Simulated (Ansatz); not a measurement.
Isolated molecules relaxed with PBE0-D4/def2-TZVP in Ansatz; ΔE leaves out vibrations. CCSD(T)/CBS adds triple-zeta CCSD(T) − MP2 to the extrapolated MP2 energy (def2 sets, frozen cores). This one scheme is used for every species. Functionals use def2-TZVPP. Each species was taken in one conformer, which may not be the lowest.

`OC(S)S` + H–F → `FC(S)S` + H₂O  (substitution at a C–O bond)

`OC(S)S`:

```xyz
8

O     1.417    0.679    0.365
C     0.110    0.241    0.491
S     0.102   -1.581    0.317
S    -1.089    1.059   -0.604
H     1.715    0.511   -0.535
H    -0.205    0.512    1.498
H    -1.222   -1.718    0.148
H    -0.829    0.298   -1.680
```

H–F:

```xyz
2

F     0.134   -0.402    0.180
H    -0.134    0.402   -0.180
```

`FC(S)S`:

Cartesian coordinates in Å:
```
F -0.965 0.282 -1.397
C -0.087 0.167 -0.352
S -0.897 -0.383 1.151
S 1.141 -1.066 -0.873
H 0.377 1.142 -0.204
H -1.466 0.801 1.445
H 1.897 -0.944 0.230
```

H₂O:

```xyz
3

O     0.093   -0.291    0.241
H    -0.407   -0.347   -0.576
H     0.313    0.638    0.335
```

| level | ΔE (kJ/mol) |
| --- | --- |
| B97M-V | 4.7 |
| ωB97M-V | 6.7 |
| BLYP | 1.2 |
| CAM-B3LYP | 3.0 |
| MP2/def2-SVP | 20.2 |
| MP2/def2-QZVPP | 17.0 |
| SCS-MP2/def2-QZVPP | 12.3 |
| HF/CBS(def2) | 0.0 |

(1) What does CCSD(T)/CBS give? (Estimate.)

(2) What do rigid-rotor, harmonic-oscillator terms from PBE0-D4/def2-TZVP frequencies (298.15 K, 1 bar) make of the CCSD(T)/CBS value? (An estimate is asked.)

Largest T1 diagnostic among the species: 0.012.

## Answers

(1) Ansatz gave: +12.2 kJ/mol. The listed levels differ from it by -7.5, -5.5, -11.0, -9.2, 8.0, 4.8, 0.1, -12.2 kJ/mol.

(2) Ansatz gave: ΔZPE = -1.5 kJ/mol, ΔH = +11.2 kJ/mol, ΔS = 12 J/(mol·K), ΔG = +7.5 kJ/mol.

The D4 term adds +4.1 kJ/mol with B3LYP and +2.1 kJ/mol with PBE0; it sums over pairs of atoms, weighted by their polarisabilities, and B3LYP, whose exchange is more repulsive, gets the larger term. In def2-TZVPP, CCSD(T) changes the Hartree–Fock value by +11.9 kJ/mol (the triples alone add +2.1 kJ/mol) and MP2 by +16.8 kJ/mol.

B3LYP here is the variant with VWN-RPA as its local correlation; programs differ in this.
